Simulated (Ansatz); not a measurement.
We consider diamond-structure Si, described by Hartree–Fock in Ansatz (plane waves, PAW).

Run with plane-wave cutoff 460 eV, 8×8×8 k mesh, Fermi–Dirac smearing 0.01 eV, scalar-relativistic PAW data made under PBE.

Pressure at four volumes; x = ln(V/20.925 Å³). One pressure is withheld.

```
V (Å³/atom)        x  P (GPa)
-----------  -------  -------
19.878       -0.0513        ?
20.155       -0.0375     3.85
20.925        0.0000    -0.31
21.971        0.0488    -4.87
```

Q: Pass a parabola P(x) through the three rows shown, estimate the bulk modulus and its pressure derivative near zero pressure, and predict the withheld pressure.

A: Slopes between the rows: (-0.31 − (3.85))/(0.0000 − (-0.0375)) = -110.93 and (-4.87 − (-0.31))/(0.0488 − (0.0000)) = -93.44 GPa. Their difference over the span 0.0863 is c = 17.49/0.0863 = 202.7 GPa, so P(x) = 3.85 + (-110.93)(x − (-0.0375)) + 202.7 (x − (-0.0375))(x − (0.0000)). At the middle row B = −dP/dx = −[-110.93 + 202.7 × 0.0375] = 103.3 GPa, and B′ = dB/dP = 2c/B = 3.9. At x = -0.0513 the parabola gives 5.52 GPa; the run gives 5.53 GPa. The Birch–Murnaghan fit to the energies at all volumes has B0 = 104 GPa and B′ = 3.9.

Measured, for comparison: bulk modulus 101 GPa (0 K value with zero-point phonon effects removed; as tabulated in Sun et al. (2011), doi:10.1103/physrevb.84.035117). Computed (rounded) less measured: bulk modulus +3 %.

Ansatz is a program for electronic structure.
